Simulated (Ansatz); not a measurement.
Cartesian coordinates (Å):
```xyz
20

C     -3.9032     1.3450    -0.0053
C     -3.3546     2.4403    -0.0058
C     -2.3671     3.3824    -0.0057
C     -1.2795     3.9460    -0.0051
C      0.0730     4.1277    -0.0039
C      1.2842     3.9444    -0.0025
C      2.4853     3.2964    -0.0005
C      3.3575     2.4362     0.0012
C      3.9483     1.2060     0.0029
C      4.1483    -0.0025     0.0044
C      3.9032    -1.3450     0.0055
C      3.3546    -2.4403     0.0060
C      2.3671    -3.3824     0.0058
C      1.2795    -3.9460     0.0049
C     -0.0731    -4.1277     0.0036
C     -1.2842    -3.9444     0.0023
C     -2.4853    -3.2965     0.0005
C     -3.3574    -2.4363    -0.0011
C     -3.9483    -1.2061    -0.0029
C     -4.1483     0.0025    -0.0043
```
Charge 0, spin multiplicity 1.

Computed with frozen-core CCSD(T)/def2-SVP // CAM-B3LYP-D3(BJ)/def2-SVP (Ansatz, a first-principles code). The restricted HF reference is unstable towards unrestricted orbitals.

```json
{
 "HF energy": "-756.09563 Ha",
 "MP2 correlation energy": "-2.49350 Ha"
}
```

**Question.** Estimate the CCSD correlation energy, the (T) correction, the total energy and the T1 diagnostic.

**Answer.** 
```yaml
CCSD correlation energy: -2.47240 Ha
"(T) correction": -0.15302 Ha
CCSD(T) total energy: -758.72106 Ha
T1 diagnostic: 0.016
```
